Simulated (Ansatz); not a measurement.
Basis-set series for CH₂BN, SMILES `BC#N`. Charge 0, multiplicity 1. All single points use the PBE0-D4/def2-TZVP geometry.

| functional | basis | functions | energy (Eh) | HOMO (eV) | LUMO (eV) |
| --- | --- | --- | --- | --- | --- |
| PBE0-D4 | def2-SVP | 52 | -118.62444 | -9.68 | -3.27 |
| PBE0-D4 | def2-TZVPP | 121 | -118.75995 | -9.75 | -3.35 |
| ωB97M-V | def2-SVP | 52 | -118.72654 | -11.93 | -1.10 |
| ωB97M-V | def2-TZVPP | 121 | -118.86896 | -12.04 | -1.27 |

**Question.** Give the rows for def2-QZVPP. (Estimate.)

**Answer.** The calculation gave: 
```csv
functional,basis,functions,energy (Eh),HOMO (eV),LUMO (eV)
PBE0-D4,def2-QZVPP,231,-118.76649,-9.76,-3.37
ωB97M-V,def2-QZVPP,231,-118.87494,-12.05,-1.29
```

All numbers were calculated with Ansatz.
